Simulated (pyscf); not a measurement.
`[F][SiH2][F]` + `[NH3]` → `[NH2][SiH]([F])[F]` + `[H][H]`, a four-centre exchange (singlet surface; H–Si, H–N broken, N–Si, H–H formed). Structures and frequencies: ωB97X-D3(BJ)/def2-SVP in PySCF. Energies in kcal/mol from the separated reactants.

AM1 to PM7: differences of heats of formation from MOPAC, which are fitted to 298 K values and so differ in kind from electronic energies by zero-point and thermal terms. 

Q: Quick PM3 single points give ΔE‡ = 37.7 kcal/mol and ΔE = -33.2 kcal/mol. What does ωB97M-D3(BJ)/def2-TZVP give, and how far is the quick result from it?

A: ωB97M-D3(BJ)/def2-TZVP gives ΔE‡ = 33.5 kcal/mol and ΔE = -14.0 kcal/mol. PM3 lies 4.1 kcal/mol over it in the barrier and 19.1 kcal/mol under it in the reaction energy, so on this step it does not hold to within 3.0 kcal/mol. ωB97M-D3(BJ)/def2-TZVP has limits of its own. On the reactant side the descent ends in an adduct with a N–Si contact (not fully relaxed), 8.4 kcal/mol under the separated species and 41.9 kcal/mol under the saddle at ωB97X-D3(BJ)/def2-TZVP. What is counted as formed (N–Si) is already present as a longer contact in the reactant adduct; forming that adduct is a step of its own. The same reactants have a lower exit, to HF + H₂N–SiH₂–F (barrier +22.2 kcal/mol at ωB97M-D3(BJ)/def2-TZVP, against +33.5 kcal/mol here). This is the saddle that the search found; another between the same sides may lie lower.
